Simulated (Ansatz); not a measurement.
Ansatz (a quantum-chemistry and plane-wave program) input (PBE/def2-SVP):

Ansatz 0.2 input:
```yaml
crystal:
  periodic: [false, false, false]
  atoms:
    - {symbol: C, position_ang: [-0.02414292, 1.12315603, 0.01877293]}
    - {symbol: S, position_ang: [0.01525850, -0.70984264, -0.01186463]}
    - {symbol: H, position_ang: [-1.05021111, 1.51794223, 0.00835545]}
    - {symbol: H, position_ang: [0.46073541, 1.53526110, 0.91534586]}
    - {symbol: H, position_ang: [0.49019726, 1.56534275, -0.84650488]}
basis:
  gaussian:
    orbitals: def2-SVP
hamiltonian:
  xc: {name: PBE}
total_charge: -1
magnetization: {spin_polarized: false}
```

Output:

```
Functional definition: PBE
integrals: 0.01 GiB planned
537 factors; their error is unknown
mean field: 0.11 GiB planned
mean field evaluation 1: about -11909.6576 eV, gradient 1.7e1 eV
mean field evaluation 2: about -11909.0987 eV, gradient 2.3e1 eV
mean field evaluation 4: about -11910.5155 eV, gradient 7.6e-1 eV
mean field evaluation 8: about -11910.4874 eV, gradient 9.9e-2 eV
mean field -11910.48741262 eV, -437.7023391954 hartree, gradient 1.6e-5 eV, S^2 0.000000; 0 other end points of the search recorded, 0 dependent functions left out
reference -11910.48743326 eV, -437.7023399539 hartree; 13, 13 occupied and 34, 34 virtual orbitals, 537 factors
Total energy: -11910.48743326 eV, -437.7023399539 hartree
```
